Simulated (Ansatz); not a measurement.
Ideal-gas functions of O2+ (`O=[O+]`) radical at 500 K and 1 bar, from an Ansatz frequency run at PBE0-D4/def2-TZVP.

Molar mass 32.0 g/mol, point group D∞h (symmetry number 2), electronic degeneracy 2, moments of inertia 9.649 u Å². Harmonic wavenumbers (cm⁻¹, unscaled): 2130.

Use S(trans) = R[1.5 ln M + 2.5 ln T − 1.1517]; rotational temperatures θ = 24.2544 K / I; S(rot) = R[ln(T/σθ) + 1]; for each mode x = 1.438777 ν̃/T, S = R[x/(eˣ − 1) − ln(1 − e⁻ˣ)] and H = RT x/(eˣ − 1); 1 cm⁻¹ = 0.0119627 kJ/mol; R = 8.31446 J/(mol·K).

Q: By hand: the entropy, in J/(mol·K).

A: Translation 162.8. Rotation: θ = 2.5137 K, giving 46.6. Vibration, mode by mode: 0.13, in all 0.1. Electronic 5.8. Sum 215.3 J/(mol·K).

Q: By hand: H − E and G − E in kJ/mol, counted from the electronic energy.

A: Zero-point energy ½ × 2130 × 0.0119627 = 12.7; thermal vibration 0.1; translation, rotation and pV give 3.5 RT = 14.6. H − E = 27.4 kJ/mol, and G − E = 27.4 − 500 × 215.3/1000 = -80.2 kJ/mol.

Vibration gives 0 % of the entropy; all modes have x over 3 and are hardly excited.
